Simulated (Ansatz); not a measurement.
# AlNH₃ radical (SMILES [NH][AlH2]): one structure at several levels

How do the functionals fare away from a minimum? The structure is a structure displaced at random from a GFN2-xTB minimum.

Method: single points in def2-TZVPP; program: Ansatz 0.2.0, Gaussian basis.

Cores are frozen in the correlated methods. Orbitals are unrestricted.

## 1. Where the work starts

SMILES `[NH][AlH2]`, 5 atoms, charge 0, spin multiplicity 2.

Atoms are counted from 1 here; the program's logs count them from 0.

Bond lengths: N1–Al2 1.716 Å, N1–H3 1.004 Å, Al2–H4 1.616 Å, Al2–H5 1.535 Å. Angles: Al2–N1–H3 175.5°, N1–Al2–H4 124.7°, N1–Al2–H5 128.0°, H4–Al2–H5 107.3°.

Coordinates:

```
N     0.49960   -0.78730    0.76560
Al   -0.20220    0.33960   -0.32170
H     0.97520   -1.44470    1.35720
H    -1.43060    0.01410   -1.31940
H     0.16670    1.81610   -0.51940
```

## 2. CCSD(T)/def2-TZVPP

File run/in.yaml:

```yaml
crystal:
  periodic: [false, false, false]
  atoms:
    - {symbol: N, position_ang: [0.499600, -0.787300, 0.765600]}
    - {symbol: Al, position_ang: [-0.202200, 0.339600, -0.321700]}
    - {symbol: H, position_ang: [0.975200, -1.444700, 1.357200]}
    - {symbol: H, position_ang: [-1.430600, 0.014100, -1.319400]}
    - {symbol: H, position_ang: [0.166700, 1.816100, -0.519400]}
basis:
  gaussian: {orbitals: def2-TZVPP}
magnetization: {spin_polarized: true, initial_magnetization: 1}
correlation: {method: ccsd_t}
scf: {omitted_lower_state_checks: [cluster_reference]}
output: {forces: true}
```

No record of the launch command was kept for these runs.

## 3. PBE0-D4/def2-TZVPP

run/in.yaml: that of step 2 with these lines changed.

```diff
@@ -11,4 +11,3 @@
 magnetization: {spin_polarized: true, initial_magnetization: 1}
-correlation: {method: ccsd_t}
-scf: {omitted_lower_state_checks: [cluster_reference]}
-output: {forces: true}
+hamiltonian: {xc: pbe0, dispersion: d4}
+output: {forces: true, orbitals: {seedname: orbitals}}
```

## 4. wB97M-V/def2-TZVPP

run/in.yaml: that of step 3 with these lines changed.

```diff
@@ -11,3 +11,3 @@
 magnetization: {spin_polarized: true, initial_magnetization: 1}
-hamiltonian: {xc: pbe0, dispersion: d4}
-output: {forces: true, orbitals: {seedname: orbitals}}
+hamiltonian: {xc: {name: wB97M-V}}
+output: {forces: true}
```

## 5. r2SCAN-D4/def2-TZVPP

run/in.yaml: that of step 4 with these lines changed.

```diff
@@ -11,3 +11,3 @@
 magnetization: {spin_polarized: true, initial_magnetization: 1}
-hamiltonian: {xc: {name: wB97M-V}}
+hamiltonian: {xc: r2scan, dispersion: d4}
 output: {forces: true}
```

## 6. PBE-D4/def2-TZVPP

run/in.yaml: that of step 5 with these lines changed.

```diff
@@ -11,3 +11,3 @@
 magnetization: {spin_polarized: true, initial_magnetization: 1}
-hamiltonian: {xc: r2scan, dispersion: d4}
+hamiltonian: {xc: pbe, dispersion: d4}
 output: {forces: true}
```

## 7. HSE06-D4/def2-TZVPP

run/in.yaml: that of step 6 with these lines changed.

```diff
@@ -11,3 +11,3 @@
 magnetization: {spin_polarized: true, initial_magnetization: 1}
-hamiltonian: {xc: pbe, dispersion: d4}
+hamiltonian: {xc: hse06, dispersion: d4}
 output: {forces: true}
```

## 8. revPBE-D4/def2-TZVPP

run/in.yaml: that of step 7 with these lines changed.

```diff
@@ -11,3 +11,3 @@
 magnetization: {spin_polarized: true, initial_magnetization: 1}
-hamiltonian: {xc: hse06, dispersion: d4}
+hamiltonian: {xc: {name: revPBE}, dispersion: d4}
 output: {forces: true}
```

(Steps that only read results are left out.)

What does the calculation give? Wanted: energy less free atoms, CCSD(T)/def2-TZVPP; RMS force component; RMS force error; HOMO and LUMO, PBE0-D4; T1 diagnostic.

**Answer**, as computed:

```
                                  quantity                                                                                              value
energy less free atoms, CCSD(T)/def2-TZVPP                                                                                    -285.2 kcal/mol
                       RMS force component                                                               0.453 to 0.614 eV/Å over the methods
                           RMS force error  PBE0-D4 0.138, wB97M-V 0.060, r2SCAN-D4 0.153, PBE-D4 0.292, HSE06-D4 0.141, revPBE-D4 0.233 eV/Å
                    HOMO and LUMO, PBE0-D4                                                                                 -7.67 and -3.54 eV
                             T1 diagnostic                                                                                              0.017
```

What this shows: Against CCSD(T) the functionals' energies less atoms differ by -12.7 to -6.2 kcal/mol, PBE-D4 by -12.5 kcal/mol. The reference is not at the basis limit: in triple zeta CCSD(T) underbinds, which counts against methods that bind more; the gaps are no ranking. For forces wB97M-V does best and PBE-D4 worst. Frozen-core CCSD(T) forces in triple zeta carry basis errors of their own, and this is one geometry, so small gaps rank nothing.
